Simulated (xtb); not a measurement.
CH₃Cl, SMILES CCl. All values are semi-empirical tight-binding results from xtb (GFN2-xTB unless named), good for trends rather than for accurate numbers. Geometry optimised at GFN2-xTB.

### Question
Estimate the properties. (Estimate from the structure and the level; the computed values follow.)

### Answer

```json
{
 "point_group_as_xtb_finds_it": "C3v",
 "orbital_gap": "7.02 eV",
 "dipole_moment": "2.04 D",
 "zero_point_energy": "22.9 kcal/mol",
 "G − E(el) at 298.15 K (modified RRHO)": "8.7 kcal/mol",
 "static polarisability (D4 model)": "29.0 bohr³",
 "solvation energy, GFN2-xTB/ALPB(water)": "-2.1 kcal/mol",
 "solvation energy, GFN2-xTB/ALPB(thf)": "-3.1 kcal/mol"
}
```
